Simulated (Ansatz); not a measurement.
The first iterations of a band of AlFH2 + H4Si (9 atoms, charge 0, multiplicity 1).

Theory: Ansatz 0.2.0, RKS PBE0-D4/def2-SVP.

```json
{"movable images": "1", "climbing image": "no", "spring": "5.0 eV/Å²", "optimiser": "quadratic models (default)", "start path": "through a guess of the saddle point", "force threshold": "0.05 eV/Å", "iteration limit": "60", "end points": "relaxed"}
```

Image 0:

```xyz
9
Properties=species:S:1:pos:R:3
Al -0.067 0.183 0.149
F 0.347 1.271 1.353
H 1.128 -0.462 -0.675
H -1.590 0.123 -0.280
Si 0.165 -2.765 1.113
H -0.331 -3.001 -0.270
H 1.641 -2.909 1.217
H -0.552 -3.617 2.101
H -0.189 -1.340 1.493
```

Image 2:

```xyz
9
Properties=species:S:1:pos:R:3
Al 0.073 -0.303 -0.178
F -0.255 0.047 1.811
H 1.445 0.458 -0.428
H -1.296 0.170 -0.830
Si 0.203 -2.645 0.625
H -0.881 -3.625 0.300
H 1.510 -3.374 0.645
H -0.043 -2.378 2.133
H -0.203 -0.866 2.122
```

| iteration | highest image above the first end (eV) | largest band force component (eV/Å) |
| --- | --- | --- |
| 1 | 2.890 | 2.778 |
| 2 | 2.376 | 1.655 |
| 3 | 1.856 | 1.419 |
| 4 | 1.667 | 1.342 |

Problem. Does the band converge within its limit, and where does its top end?

Solution. It converged. It ended after 14 iterations with the highest image 1.326 eV above the first end. The highest image is an end point: on this band no image between the ends rises above it. So few images can step over the top or miss a turn of the path. The orbitals stay closed-shell, which can raise the energy where a bond breaks towards radicals; this wasn't checked here.

Time of the run: 30 s on 1 thread of Intel(R) Xeon(R) Platinum 8488C (Sapphire Rapids) (shared host), peak memory 0.17 GiB.
